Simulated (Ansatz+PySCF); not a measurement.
The numbers below are computed, except where a source is named.
## Ansatz (development build ahead of 0.2.0) run

```yaml
crystal:
  periodic: [false, false, false]
  atoms:
    - { symbol: Al, position_ang: [0.0, 0.0, 0.0] }
    - { symbol: "N", position_ang: [0.0, 0.0, 2.84] }
basis:
  gaussian: { orbitals: STO-3G }
magnetization:
  initial_magnetization: 2
hamiltonian:
  xc: hf
correlation:
  method: fci
  frozen_orbitals: { Al: 5, "N": 1 }
```

The input is written out in the form of the current development build from the run's settings.

Output:

```json
{"Converged": "yes", "Total energy": "-292.63121 hartree", "State": "lowest triplet root, of any spatial symmetry"}
```
